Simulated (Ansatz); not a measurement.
## 1T (CdI2-type) TiTe2

Computed with PBEsol (PAW; Ansatz, a program for electronic structure).

Settings: plane-wave cutoff 520 eV, 18×18×8 k mesh (along the axes of the cell as run), Fermi–Dirac smearing 0.05 eV, no spin polarisation, scalar-relativistic PAW data made under PBE.

Cell (relaxed at this level):

TiTe₂ is taken in the trigonal space group P-3m1 (No. 164), the CdI2 type structure, Pearson symbol hP3. Conventional cell: a = b = 3.6963 Å, c = 6.4460 Å, α = β = 90.00°, γ = 120.00°. Ti on 1a has 6 Te at 2.742 Å (octahedral). Te on 2d is coordinated by 3 Ti at 2.742 Å (trigonal pyramidal). (Neighbours: up to the widest gap in distance over summed covalent radii, below 1.35, at either atom; cation-cation and far metal-metal contacts left out.)

* **band gap**: zero (no gap)
* **bulk modulus B0**: 35.8 GPa

Note: the cell comes from a level without a dispersion term, which matters for the spacing of layers, chains or molecules; the bulk modulus is −V dP/dV from two relaxed cells at ±2 % in volume.

Spin–orbit coupling is not included; it can open a gap where bands touch, and shift volumes and moduli.
